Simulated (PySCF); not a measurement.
# Be: ionisation energy

Be [He] 2s2 (1S) → Be⁺ [He] 2s1 (2S), as a difference of total energies. Computed with PySCF 2.14 in Sapporo-DZP-2012, with the spin-free X2C one-electron Hamiltonian (Gaussian nucleus). Correlated levels: valence: 1s2 frozen. The calculations carry no spin-orbit coupling.

```json
{"method": "UHF", "ionisation energy (eV)": "8.041"}
{"method": "MN15", "ionisation energy (eV)": "8.952"}
{"method": "BP86", "ionisation energy (eV)": "9.105"}
{"method": "MP2 (valence)", "ionisation energy (eV)": "8.661"}
{"method": "SCS-MP2 (valence)", "ionisation energy (eV)": "8.785"}
{"method": "CCSD (valence)", "ionisation energy (eV)": "9.252"}
```

Q: How much does correlation contribute at MP2 (valence)?

A: 8.661 − (8.041) = 0.620 eV, measured against UHF.

Errors of the correlated levels include the incompleteness of this basis and the frozen core.

With two correlated electrons CCSD is exact in that space.

The coupled-cluster amplitudes are large for Be (T1 above 0.03 or a double amplitude above 0.15), so a single reference is strained.

For comparison: 9.323 eV (measured; NIST Atomic Spectra Database, ionization energies).
